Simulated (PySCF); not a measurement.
Bonds broken one at a time in the series Ga F-CH3. Gas-phase values, no solvent. Strings in code marks are SMILES.

Computed with PySCF with B3LYP-D3(BJ)/def2-TZVP. B3LYP has the VWN-RPA correlation part, as in Gaussian. 

```tsv
species	dipole moment (D)
whole molecule (`[F][Ga]([F])[F]`)	0.00
radical fragment (`[F]`)	0.00
whole molecule (`[CH3][Ga]([F])[F]`)	3.59
radical fragment (`[CH3]`)	0.00
radical fragment (`[CH3][Ga][F]`)	2.75
whole molecule (`[CH3][Ga]([CH3])[F]`)	2.87
radical fragment (`[CH3][Ga][CH3]`)	___
whole molecule (`[CH3][Ga]([CH3])[CH3]`)	___
```

What belongs in the gaps?


- radical fragment (`[CH3][Ga][CH3]`), dipole moment (D): 0.37
- whole molecule (`[CH3][Ga]([CH3])[CH3]`), dipole moment (D): 0.01
